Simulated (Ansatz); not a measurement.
# A computed series for InP: pressure series

Consider InP in the zinc blende structure (space group F-43m, No. 216).

```
CELL_PARAMETERS angstrom
      0.00000     2.97990     2.97990
      2.97990     0.00000     2.97990
      2.97990     2.97990     0.00000
ATOMIC_POSITIONS crystal
  P  0.75000 0.75000 0.75000
  In 0.00000 0.00000 0.00000
```

Cell and atoms are relaxed at each pressure.

The values are results of PBE/PAW in Ansatz (an electronic-structure program), spin-orbit coupling left out, earlier PAW set, not measurements.

```csv
P (GPa),V (Å³/atom)
-2.00,27.452
-1.00,26.930
0.30,26.329
0.70,26.159
1.49,25.838
2.98,25.293
5.00,24.643
7.50,23.946
10.00,23.339
```

### Question
Fit a third-order Birch–Murnaghan equation of state.

### Answer
Least squares on P(V) = (3B₀/2)[(V₀/V)^(7/3) − (V₀/V)^(5/3)]·[1 + (3/4)(B₀′ − 4)((V₀/V)^(2/3) − 1)] gives V₀ = 26.46 Å³/atom, B₀ = 59 GPa and B₀′ = 4.6.

Measured bulk modulus of InP: 72 GPa (static lattice; corrected from measurement; as listed in Daniel Mejia-Rodriguez, S. B. Trickey, Phys. Rev. B (2018)); the computed value is 17 % below it.

Between the base and pressure 5 GPa the gap moves from 0.44 eV to 0.83 eV, a mean slope of 78 meV/GPa.

Load acts through the strain it causes; cell and atoms are relaxed under it. Whether these cells are dynamically stable was not tested. Measured, InP leaves this structure (for rock salt) near 9.8 GPa (temperature not stated; as listed in Datta, Sujoy, Jana, Debnarayan, arXiv (2020)).
